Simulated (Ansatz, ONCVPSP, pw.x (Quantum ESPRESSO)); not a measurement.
## What a changed setting does to a pw.x run (bcc Cu)

Potential: optimised norm-conserving Vanderbilt (ONCV), ONCVPSP 4.0.1.1 (patched build), LDA (Perdew-Wang 92); core [Ar], reference 3d10 4s1; waves: 4s: rc 2.50 bohr, ncon 4, nbas 8, qcut 2.4 1/bohr, 3 projectors, debl 2.1 Ha; p scattering state at 0.04 Ha: rc 2.50 bohr, ncon 4, nbas 9, qcut 3.7 1/bohr, 2 projectors, debl 1.7 Ha; 3d: rc 1.20 bohr, ncon 3, nbas 8, qcut 11.9 1/bohr, 2 projectors, debl 3.9 Ha; local part: polynomial inside 0.90 bohr (lpopt 1, dvloc0 0 Ha); core correction: Teter function, fcfact 2.25, rcfact 1.5. In the p channel the program set the typed energies aside and used 0.050, 1.750 Ha.

The reference run (k-mesh 16³, cutoffs 155/620 Ry, Fermi–Dirac 0.01 Ry, mixing_beta 0.4, conv_thr 1e-9, no spin) gives -1.09 GPa at 10.940 Å³/atom, where all-electron LAPW gives -0.14 GPa. This run, with its own iteration cap, changes degauss to 0.005.

```
&control
  calculation='scf', prefix='x', pseudo_dir='./', outdir='./tmp', tstress=.true., disk_io='none'
/
&system
  ibrav=0, nat=1, ntyp=1, ecutwfc=155, ecutrho=620, nbnd=13,
  occupations='smearing', smearing='fd', degauss=0.005
/
&electrons
  conv_thr=1e-09, mixing_beta=0.4, electron_maxstep=60
/
ATOMIC_SPECIES
Cu 1.0 Cu.UPF
CELL_PARAMETERS angstrom
  -1.39846771 1.39846771 1.39846771
  1.39846771 -1.39846771 1.39846771
  1.39846771 1.39846771 -1.39846771
ATOMIC_POSITIONS crystal
Cu 0.0000 0.0000 0.0000
K_POINTS automatic
16 16 16 0 0 0
```

```bash
pw.x < Cu.scf.in > Cu.scf.out
```

Question: How does the run end?

Answer: It converges in 8 iterations; the free energy moves by +9.0 meV/atom and the pressure by -0.07 GPa. In a metal, with Fermi–Dirac smearing, F lies below its zero-width value by a term in the square of the width.

```
Message from routine setup:
     using ibrav=0 with symmetry is DISCOURAGED, use correct ibrav instead
     lattice parameter (alat)  =       4.5773  a.u.
     unit-cell volume          =      73.8268 (a.u.)^3
     number of electrons       =        11.00
     number of Kohn-Sham states=           13
     kinetic-energy cutoff     =     155.0000  Ry
     charge density cutoff     =     620.0000  Ry
     scf convergence threshold =      1.0E-09
     Exchange-correlation= SLA  PW   NOGX NOGC
     number of k points=   145  Fermi-Dirac smearing, width (Ry)=  0.0050
     iteration #  1     ecut=   155.00 Ry     beta= 0.40
     total energy              =    -106.06766484 Ry
     estimated scf accuracy    <       0.34859606 Ry
     iteration #  2     ecut=   155.00 Ry     beta= 0.40
     total energy              =    -106.16805382 Ry
     estimated scf accuracy    <       0.10552138 Ry
     iteration #  3     ecut=   155.00 Ry     beta= 0.40
     total energy              =    -106.18433211 Ry
     estimated scf accuracy    <       0.00115753 Ry
     [... 2 iterations left out ...]
     iteration #  6     ecut=   155.00 Ry     beta= 0.40
     total energy              =    -106.18475638 Ry
     estimated scf accuracy    <       0.00000262 Ry
     iteration #  7     ecut=   155.00 Ry     beta= 0.40
     total energy              =    -106.18475614 Ry
     estimated scf accuracy    <       0.00000067 Ry
     iteration #  8     ecut=   155.00 Ry     beta= 0.40
     the Fermi energy is    13.7870 ev
!    total energy              =    -106.18475626 Ry
     estimated scf accuracy    <          8.9E-10 Ry
     smearing contrib. (-TS)   =      -0.00055027 Ry
     The total energy is F=E-TS. E is the sum of the following terms:
     one-electron contribution =     -22.05631310 Ry
     hartree contribution      =      26.68850559 Ry
     xc contribution           =     -27.50316695 Ry
     ewald contribution        =     -83.31323152 Ry
     convergence has been achieved in   8 iterations
          total   stress  (Ry/bohr**3)                   (kbar)     P=      -11.62
     Message from routine punch:
     Nothing written, as per user request (disk_io='none')
```

The run took about 99 s on one core of a shared host (Neoverse-N1, 64 threads, 124 GiB, load 46).
